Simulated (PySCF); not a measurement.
Cl2, SMILES ClCl.

Geometry optimised at PBE0-D3(BJ)/def2-TZVPD.

These are HF/def2-TZVPD (PySCF) values and carry that method's errors.

The molecule is in vacuum.

```yaml
total_energy: -918.98430 hartree
point_group: D∞h
highest_occupied_level: -12.06 eV
lowest_empty_level: 0.69 eV
orbital_gap: 12.75 eV
dipole_moment: 0.00 D
quadrupole, principal values (traceless, Buckingham form, about the centre of nuclear charge): -1.60, -1.60, 3.20 D·Å
mean_static_polarisability: 29.9 bohr³ (4.43 Å³)
polarisability_principal_values: 24.0, 24.0, 41.8 bohr³
```
